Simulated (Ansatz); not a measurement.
# CH3Al: the cost of one run

Method: PBE0-D4/def2-TZVP structures, single points in def2-TZVPP, no counterpoise correction; program: Ansatz 0.2.0, Gaussian basis.

Levels: SPW92, PBE-D4, BLYP-D4, r2SCAN-D4, B97M-V, PBE0-D4, B3LYP-D4, r2SCAN0-D4, BHLYP-D4, CAM-B3LYP-D4, wB97X-V, wB97M-V, B2PLYP, PBE-QIDH, RPA on PBE, Hartree-Fock, MP2, CCSD, CCSD(T).

Correlated methods freeze the cores. B3LYP uses VWN-RPA correlation. B2PLYP carries no dispersion term here.

57 further runs of the same task are left out: 1 that didn't finish, 56 set aside as unsound or not needed.

## 1. Starting geometry

The complex: 10 atoms, charge 0, spin multiplicity 1.

Atoms are counted from 1 here; the program's logs count them from 0.

Bond lengths: Al1–C4 1.994 Å, Si2–H3 1.490 Å, Si2–H5 1.489 Å, Si2–H6 1.487 Å, Si2–H7 1.481 Å, C4–H8 1.097 Å, C4–H9 1.097 Å, C4–H10 1.098 Å. Angles: H3–Si2–H5 107.9°, H3–Si2–H6 109.1°, H3–Si2–H7 109.9°, H5–Si2–H6 109.4°, H5–Si2–H7 110.1°, H6–Si2–H7 110.4°, Al1–C4–H8 112.8°, Al1–C4–H9 112.4°, Al1–C4–H10 110.1°, H8–C4–H9 107.2°, H8–C4–H10 107.0°, H9–C4–H10 107.0°.

As a file:

```xyz
10
charge 0, multiplicity 1
Al   -1.0946   -1.2462   -0.8226
Si    1.0043    1.3639   -1.0211
H     1.4326    0.0016   -0.5969
C    -0.9875   -1.3598    1.1648
H    -0.3851    1.5790   -0.5321
H     1.9064    2.3728   -0.4050
H     1.0451    1.4691   -2.4978
H    -1.2192   -0.4082    1.6589
H     0.0050   -1.6722    1.5131
H    -1.7069   -2.1000    1.5388
```

Its parts: CH3Al holds atoms 1, 4, 8, 9, 10; SiH4 holds atoms 2, 3, 5, 6, 7. Each part counts its atoms afresh in its own runs.

## 2. Relaxing CH3Al alone

relax-a/in.yaml reads:

```yaml
crystal:
  periodic: [false, false, false]
  atoms:
    - {symbol: Al, position_ang: [-1.094597, -1.246158, -0.822650]}
    - {symbol: C, position_ang: [-0.987490, -1.359787, 1.164782]}
    - {symbol: H, position_ang: [-1.219193, -0.408170, 1.658894]}
    - {symbol: H, position_ang: [0.004994, -1.672192, 1.513066]}
    - {symbol: H, position_ang: [-1.706914, -2.099998, 1.538843]}
basis:
  gaussian: {orbitals: def2-TZVP}
hamiltonian: {xc: pbe0, dispersion: d4}
relax: {f_tol: 0.005, max_steps: 200}
```

Command:

```
$ ansatz run in.yaml --threads 2 --pin off --events-out ev --progress --plain --max-ram 4352MiB
```

**Question.** How long does this run take on 2 threads of Intel Xeon Platinum 8488C, shared host?

About 3.5 s.
